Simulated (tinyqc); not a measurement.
Worked calculation: CIS on RHF in the sto-3g basis, frozen core, for H2O, spin multiplicity 1. One step of it, computed by the program tinyqc.

Problem. CIS triplet states. Diagonalise A (1 hartree = 27.211386 eV); each vector has its largest component positive (the first on a tie).

CIS matrix A, triplet (hartree), lower triangle:
```
           2>6        2>7        3>6        3>7       4>6       4>7       5>6       5>7
2>6   1.060825
2>7   0.000000   1.162208
3>6   0.000000  -0.085631   0.446334
3>7  -0.085631   0.000000   0.000000   0.534370
4>6  -0.047689   0.000000   0.000000  -0.063763  0.334579
4>7   0.000000   0.020138  -0.063763   0.000000  0.000000  0.419286
5>6   0.000000   0.000000   0.000000   0.000000  0.000000  0.000000  0.262282
5>7   0.000000   0.000000   0.000000   0.000000  0.000000  0.000000  0.000000  0.347598
```

Give: triplet excitation energies; lowest vectors.

Solution.

triplet excitation energies (eV): 7.1371  8.4168  9.4586  9.9505  13.3020  14.8079  29.2872  31.9275

lowest vectors:
```
     state 1  state 2  state 3  state 4  state 5  state 6
2>6   0.0000   0.0948   0.0000   0.0000   0.0000   0.1268
2>7   0.0000   0.0000   0.0000   0.0510   0.1147   0.0000
3>6   0.0000   0.0000   0.0000   0.6521   0.7486   0.0000
3>7   0.0000   0.3046   0.0000   0.0000   0.0000   0.9406
4>6   0.0000   0.9477   0.0000   0.0000   0.0000  -0.3150
4>7   0.0000   0.0000   0.0000   0.7564  -0.6531   0.0000
5>6   1.0000   0.0000   0.0000   0.0000   0.0000   0.0000
5>7   0.0000   0.0000   1.0000   0.0000   0.0000   0.0000
```
